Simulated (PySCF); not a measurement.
Species: C₂H₆N (doublet state).
Atom-mapped SMILES: `[CH2:1][CH2:2][NH2:3]` (hydrogens: H4, H5 on C1; H6, H7 on C2; H8, H9 on N3)

Cartesian coordinates in Å at the GFN2-xTB level; atoms count from 1:
```
atom  x, y, z in Å
C1     1.1454   -0.1371   -0.1772
C2    -0.1537    0.5450   -0.3228
N3    -1.2149   -0.1846    0.4006
H4     1.3496   -1.0192   -0.7559
H5     1.7524    0.0388    0.6914
H6    -0.4672    0.5952   -1.3687
H7    -0.1271    1.5556    0.0913
H8    -1.2992   -1.1273    0.0324
H9    -0.9717   -0.2603    1.3837
```

The hyperfine couplings belong to this conformer and change with its torsions.

Theory: UKS B3LYP, pcH-1 on C H N, non-relativistic, mean-field spin-orbit, GIAO (PySCF). The structure is a single GFN2-xTB conformer in the gas phase; no vibrational or solvent corrections. Couplings are sensitive to structure, and on GFN2-xTB geometries they can be far from those on DFT ones. No stability test was run, so a lower SCF solution isn't excluded.

Largest spin populations (Mulliken): C1 (+1.03), N3 (+0.11) and C2 (-0.07). C1 is the only atom above +0.15. The positive populations add up to 1.15 and the negative ones to -0.15, together 2S = 1. The angles at C1 add up to 357.3°, so it is nearly planar; its axial dipolar tensor and the negative couplings of its protons fit spin in a p orbital normal to that plane.

**Question.** Find Q in a(H) = Q·ρ(C) for the protons on the planar carbons that carry spin.

**Answer.** 
```
 H   C    ρ(C)  a(H) (G)  a/ρ (G)
H4  C1  +1.032    -20.59    -20.0
H5  C1  +1.032    -20.74    -20.1
```

These protons share one ρ (within 0.01), so their mean ratio, Q = -20.0 G, is no test of linearity.

**Question.** List the C–H protons on four-coordinate carbons next to a three-coordinate spin centre, with their couplings and θ (C–H bond against the normal to the plane of the centre's neighbours, projected along the bond that joins the two).

**Answer.** 
| β H | on | centre | θ (°) | cos²θ | a (G) |
| --- | --- | --- | --- | --- | --- |
| H6 | C2 | C1 | 58 | 0.28 | +7.08 |
| H7 | C2 | C1 | 64 | 0.19 | +3.91 |

Couplings in gauss use g_iso = 2.0023.
